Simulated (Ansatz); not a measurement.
# PH4+ (singlet): the correlation ladder at a displaced geometry (v2), cc-pVTZ

An exercise on one series of results from a longer session: the logs are not shown, and one member is left open.

Method: cc-pVTZ, core rule «outside noble gas», up to 5 orbitals frozen; program: Ansatz 0.2.0, Gaussian basis.

Plan: UHF; CCSD(T) on RHF; BCCD(T) on RHF; CCSDT(Q) on RHF; CASSCF and NEVPT2, 8 electrons in 8 orbitals.

10 further runs of the same task are left out: 4 that didn't finish, 6 set aside as unsound or not needed.

## The system

The geometry is a PBE0/def2-TZVP stationary point (not a proven minimum) with its atoms shifted at random (size 0.100 Å).

5 atoms, charge 1, spin multiplicity 1.

Atoms are counted from 1 here; the program's logs count them from 0.

Bond lengths: P1–H2 1.325 Å, P1–H3 1.469 Å, P1–H4 1.347 Å, P1–H5 1.451 Å. Angles: H2–P1–H3 107.7°, H2–P1–H4 108.8°, H2–P1–H5 122.1°, H3–P1–H4 105.1°, H3–P1–H5 106.2°, H4–P1–H5 105.8°.

The first run:

Contents of in.yaml:

```yaml
crystal:
  periodic: [false, false, false]
  atoms:
    - {symbol: P, position_ang: [0.010552, 0.005570, 0.001285]}
    - {symbol: H, position_ang: [0.652851, 0.824227, 0.821380]}
    - {symbol: H, position_ang: [-0.888681, -0.824658, 0.813494]}
    - {symbol: H, position_ang: [-0.800916, 0.733269, -0.789692]}
    - {symbol: H, position_ang: [0.712477, -0.904006, -0.884664]}
basis:
  gaussian: {orbitals: cc-pVTZ}
total_charge: 1
magnetization: {spin_polarized: true, initial_magnetization: 0}
hamiltonian: {xc: hf}
output: {orbitals: {seedname: orbitals}}
```

Launch:

```bash
> ansatz run in.yaml --threads 1 --pin off --events-out ev --progress --plain --max-ram 2393MiB
```

Steps of the session up to this table: UHF; CCSD(T) on RHF; BCCD(T) on RHF; CCSDT(Q) on RHF; CASSCF and NEVPT2, 8 electrons in 8 orbitals.

One table of the session follows, with a row left open; its other results are not shown here.

```
        method  from RCCSDT(Q) (kcal/mol)
           RHF                    +123.08
          RMP2                          ?
         RCCSD                      +3.73
      RCCSD(T)                      +0.57
       BCCD(T)                      +0.56
        RCCSDT                      +0.09
     RCCSDT(Q)                          0
CASSCF valence                     +83.48
NEVPT2 valence                     +24.23
```

**Question.** Estimate the row for RMP2.

**Answer.** from RCCSDT(Q) (kcal/mol): +22.29. In the column «from RCCSDT(Q) (kcal/mol)» it lies between RCCSD (+3.73) and NEVPT2 valence (+24.23).
